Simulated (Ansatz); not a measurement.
Basis-set extrapolation for C3H5, SMILES `[CH2]C=C` radical (PBE0-D4/def2-TZVP geometry, frozen core, the Gaussian-basis code of Ansatz). Multiplicity 2, UHF reference.

```tsv
	def2-TZVPP	def2-QZVPP
HF	-116.514821	-116.520161
MP2 correlation	-0.455415	-0.485870
CCSD(T) correlation	-0.519528	not run
```

Energies in hartree. Use E(X) = E(∞) + A·exp(−7.88·√X) for Hartree–Fock and E(X) = E(∞) + B·X^(−2.97) for correlation, with X = 3 and 4, and add CCSD(T) minus MP2 of the smaller set to the MP2 limit.

Task: What is the CCSD(T) energy at the basis-set limit?

Result: HF limit: -116.520161 + (-0.005340) × 0.13774 = -116.52090. MP2 limit: -0.485870 + (-0.030455) × 0.74074 = -0.50843. Higher-order term: -0.519528 − (-0.455415) = -0.06411. Total: -117.09344 hartree, 1.61 eV below CCSD(T)/def2-TZVPP.

The UHF reference is spin-contaminated (⟨S²⟩ = 0.95, T1 = 0.028).
